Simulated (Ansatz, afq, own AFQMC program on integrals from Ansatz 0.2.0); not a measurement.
AlBH2, triplet → AlBH2⁺, quartet

| atom | x (Å) | y (Å) | z (Å) |
| --- | --- | --- | --- |
| B | 0.0000 | 0.0000 | 1.3689 |
| Al | 0.0000 | 0.0000 | -0.6894 |
| H | 0.0000 | 1.0776 | 1.8859 |
| H | 0.0000 | -1.0776 | 1.8859 |

Connectivity, by distances: BH2–Al.

E(quartet, charge +1) − E(triplet, charge +0) at this geometry, on UHF and UHF determinants.

Basis aug-cc-pVDZ. Only valence electrons are correlated. Ansatz 0.2.0 and our own AFQMC program on the same integrals; the CISD trial comes from CCSD amplitudes, and released means the phaseless constraint is let go. Free projection: walkers drawn from exp(T), propagated without any constraint. Its projection time is finite, and what remains of the start isn't in its error. Uncertainties: one standard error, sampling alone. The errors of all members are added in quadrature.

No full CI on the walks' own integrals is used here; CCSDT(Q) serves as the reference and is uncertain by about the last step of the cluster series. Each member takes its own surest rung, up to full CI.

The best estimate is CCSD(T) at the basis-set limit (CBS: def2-TZVPP and def2-QZVPP, with their diffuse functions for anions and beside diffuse sets, CCSD(T) itself extrapolated) plus the step from CCSD(T) to CCSDT(Q) in aug-cc-pVDZ. Rows without CBS are in aug-cc-pVDZ, the functionals in def2-TZVP; B2PLYP and the wave-function rows carry a basis error of their own. Core correlation and relativity beyond core potentials are missing, and ± holds the sampling alone.

Cautions: AlBH₂ (triplet): the released energies have errors that jump between times, so the bars are unsure, so no released level is given (meV from the phaseless value at times in 1/Eh: -0.2 ± 2.3 at 0.24, -10 ± 7 at 0.51, 14 ± 20 at 0.99, -11.8 ± 1.7 at 1.62, -15.6 ± 2.0 at 2.40), though the last usable value meets CCSDT(Q) within the noise; AlBH₂⁺ (quartet): lower spins were not checked, its ph-AFQMC/CISD value lies 15.9 ± 1.9 meV above CCSDT(Q); this needn't be the first ionization; core correlation is missing, and it shifts such a gap most where an s electron is promoted.

Best estimate: 10.770 eV.

```csv
level,vertical ionization energy (eV),error against the best estimate (eV)
HF,9.340,-1.429
MP2,10.422,-0.348
CCSD,10.555,-0.214
CCSD(T),10.631,-0.138
CCSDT,10.640,-0.129
CCSDT(Q),10.646,-0.124
ph-AFQMC/CISD,10.648 ± 0.005,-0.122 ± 0.005
free AFQMC,10.649 ± 0.005,-0.120 ± 0.005
HF/CBS,9.257,-1.512
MP2/CBS,10.605,-0.165
CCSD(T)/CBS,10.755,-0.014
PBE,10.716,-0.054
r2SCAN,10.458,-0.312
PBE0,10.679,-0.091
B3LYP,10.856,0.087
wB97M-V,10.908,0.138
B2PLYP,10.739,-0.030
```

Correlation beyond CCSD(T) adds 0.014 eV. Going to the basis-set limit adds 0.124 eV at CCSD(T). The perturbative (T) step is worth +0.076 eV.

Best estimates are given only where the step beyond CCSD(T) is under 0.3 eV and no member's determinant is very poor (T1 over 0.05, or 0.07 for open shells, ⟨S²⟩ too high by 0.3, two states mixed), so the hardest cases are missing from such tables.

The functionals ran in a triple-zeta set and keep a basis error of their own, a few kJ/mol for each bond in atomization energies and more for double hybrids, so close places among them and the extrapolated levels can swap.

CCSDT and higher add their correlation energy to the determinant of the CCSD(T) run, since their own runs factorise the integrals more tightly (a shift of under 2 meV). Free projections are given only where their last times agree within the noise and don't stop above the reference; a slow remainder of the start can still hide under it. Each member of a difference takes its own highest rung, so a best estimate needn't equal the limit plus the step of one row. A walk keeps the symmetry of its determinant, which the program's search chose and which needn't be the lowest solution, so a lower state of the same spin and another symmetry isn't excluded.
